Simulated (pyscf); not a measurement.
Thermochemistry of product channels of H₂Ga–SeH + H• on the doublet surface, in eV, from ωB97M-D3(BJ)/def2-TZVP energies (ideal gas, 1 atm, RRHO with modes under 100 cm⁻¹ raised to 100, one conformer, R ln 2 for rigid chiral ones). Optimised with ωB97X-D3(BJ)/def2-SVP in PySCF.

| products | ΔE | ΔH(298 K) | ΔG(298 K) | ΔG(900 K) |
|---|---|---|---|---|
| H₂Ga–Se• + H₂ | -1.14 | -1.08 | -1.10 | -1.14 |
| [HGa–SeH]• + H₂ | -1.07 | -1.00 | -1.06 | -1.16 |

These are energies of the channels, which say nothing of barriers. Elements up to Kr have no core potential and no relativistic terms here.
